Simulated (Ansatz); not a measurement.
Cost and result for the atomization energy of `C=CNCC` (14 atoms, 13 bonds).

| atom | x (Å) | y (Å) | z (Å) |
| --- | --- | --- | --- |
| C1 | -0.904 | -2.244 | 0.402 |
| C2 | -0.885 | -1.008 | -0.100 |
| N3 | 0.141 | -0.408 | -0.793 |
| C4 | 0.289 | 1.029 | -0.740 |
| C5 | 0.824 | 1.564 | 0.579 |
| H6 | -1.805 | -2.633 | 0.854 |
| H7 | -0.041 | -2.900 | 0.350 |
| H8 | -1.770 | -0.380 | -0.021 |
| H9 | 1.012 | -0.918 | -0.769 |
| H10 | 0.942 | 1.334 | -1.563 |
| H11 | -0.692 | 1.467 | -0.950 |
| H12 | 0.170 | 1.281 | 1.407 |
| H13 | 1.820 | 1.163 | 0.788 |
| H14 | 0.899 | 2.654 | 0.557 |

The species carries charge 0 and has multiplicity 1. All single points use the PBE0-D4/def2-TZVP geometry. It is one conformer, not always the lowest. Program: Ansatz. All runs use 2 threads of an AMD EPYC 7R13 on a shared host and a share of an NVIDIA H100 80 GB. Times are those of one run each, without the atoms' runs, and a repeat can differ threefold. Electronic energies, without spin–orbit coupling; frozen cores. CCSD(T)/CBS adds CCSD(T) − MP2 in def2-TZVPP to the MP2 limit, and its time is that of the two runs behind it. T1 = 0.011. B3LYP takes the VWN-RPA correlation (the form of Gaussian; ORCA's B3LYP/G).

CCSD(T)/CBS is a level of theory with its own doubt, some kJ/mol a heavy atom from the limit and from the frozen cores, so smaller differences don't rank the functionals.

```csv
level,functions,wall time
PBE0-D4/def2-TZVPP,281,2.2 s
PBE-D4/def2-TZVPP (with forces),281,2.5 s
B3LYP-D4/def2-TZVPP (with forces),281,2.8 s
r2SCAN-D4/def2-TZVPP (with forces),281,2.9 s
B2PLYP/def2-TZVPP,281,2.9 s
ωB97X-V/def2-TZVPP,281,3.9 s
MP2/def2-QZVPP,555,4.8 s
CCSD(T)/def2-TZVPP,281,4.9 s
ωB97M-V/def2-TZVPP (with forces),281,5.5 s
CCSD(T)/CBS(def2),–,9.7 s
```

Q: What atomization energy does each give, and how far from CCSD(T)/CBS? (An estimate is asked.)

A: Ansatz gave: 
```
                             level  atomization (kcal/mol)  difference from CCSD(T)/CBS  per bond
                PBE0-D4/def2-TZVPP                  1331.9                         12.7       1.0
   PBE-D4/def2-TZVPP (with forces)                  1354.1                         34.9       2.7
 B3LYP-D4/def2-TZVPP (with forces)                  1327.1                          7.9       0.6
r2SCAN-D4/def2-TZVPP (with forces)                  1323.0                          3.8       0.3
                 B2PLYP/def2-TZVPP                  1311.1                         -8.1      -0.6
                ωB97X-V/def2-TZVPP                  1323.2                          4.0       0.3
                    MP2/def2-QZVPP                  1320.5                          1.3       0.1
                CCSD(T)/def2-TZVPP                  1287.9                        -31.3      -2.4
  ωB97M-V/def2-TZVPP (with forces)                  1325.5                          6.3       0.5
                 CCSD(T)/CBS(def2)                  1319.2                          0.0       0.0
```

In def2-TZVPP, CCSD(T) changes the Hartree–Fock value by +319.1 kcal/mol (the triples alone add +18.1 kcal/mol) and MP2 by +333.2 kcal/mol; breaking electron pairs costs correlation energy, which Hartree–Fock lacks. The D4 term adds +8.9 kcal/mol with B3LYP and +4.7 kcal/mol with PBE0; it sums over pairs of atoms, weighted by their polarisabilities, and B3LYP, whose exchange is more repulsive, gets the larger term. From PBE to PBE0 (25 % exact exchange), in def2-TZVPP and without D4, the atomization energy moves by −21.3 kcal/mol: exact exchange takes away binding that semilocal exchange gives to molecules.
